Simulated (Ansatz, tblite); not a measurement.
# BCl2Br (BBrCl₂): charged states by level of theory

The task here is to estimate one member of a computed series from the others.

The runs use Ansatz 0.2.0, Gaussian basis; as each input shows.

The runs, in order: charge +1 doublet, at the geometry of the singlet (PBE0-D4/def2-TZVP, PBE-D4/def2-TZVP, r2SCAN-D4/def2-TZVP, CCSD(T)/def2-TZVPP); the starting singlet's energies come from earlier runs.

## The relaxed structure

The geometry is that of the singlet, from an earlier relaxation (B3LYP-D4/def2-SVP).

4 atoms, charge 0, spin multiplicity 1.

Atoms are counted from 1 here; the program's logs count them from 0.

Bond lengths: B1–Cl2 1.749 Å, B1–Cl3 1.749 Å, B1–Br4 1.914 Å. Angles: Cl2–B1–Cl3 120.0°, Cl2–B1–Br4 120.0°, Cl3–B1–Br4 120.0°.

The first run:

in.yaml reads:

```yaml
crystal:
  periodic: [false, false, false]
  atoms:
    - {symbol: B, position_ang: [0.021012, 0.035138, 0.000441]}
    - {symbol: Cl, position_ang: [1.769595, 0.008838, 0.023542]}
    - {symbol: Cl, position_ang: [-0.829457, 1.563347, -0.005840]}
    - {symbol: Br, position_ang: [-0.961160, -1.607333, -0.018134]}
basis:
  gaussian: {orbitals: def2-SVP}
total_charge: 1
magnetization: {spin_polarized: true, initial_magnetization: 1}
hamiltonian: {xc: pbe0, dispersion: d4}
output: {orbitals: {seedname: orbitals}}
```

Started as:

```bash
$ ansatz run in.yaml --threads 2 --pin off --events-out ev --progress --plain --max-ram 4352MiB
```

Steps of the session up to this table: Charge +1 doublet at the fixed geometry, first pass, PBE0-D4/def2-SVP; Charge +1 doublet at the fixed geometry, PBE0-D4/def2-TZVP; Charge +1 doublet at the fixed geometry, PBE-D4/def2-TZVP; Charge +1 doublet at the fixed geometry, r2SCAN-D4/def2-TZVP; Charge +1 doublet at the fixed geometry, CCSD(T)/def2-TZVPP.

One table of the session follows, with a row left open; its other results are not shown here.

```
             method  vertical ionisation energy (eV)
      HF/def2-TZVPP                            10.38
   PBE-D4/def2-TZVP                            10.41
r2SCAN-D4/def2-TZVP                            10.68
  PBE0-D4/def2-TZVP                            10.88
     MP2/def2-TZVPP                                ?
    CCSD/def2-TZVPP                            11.12
 CCSD(T)/def2-TZVPP                            11.11
```

Estimate the missing values for MP2/def2-TZVPP.

**Answer.** vertical ionisation energy (eV): 11.32. In the column «vertical ionisation energy (eV)» it is the highest.
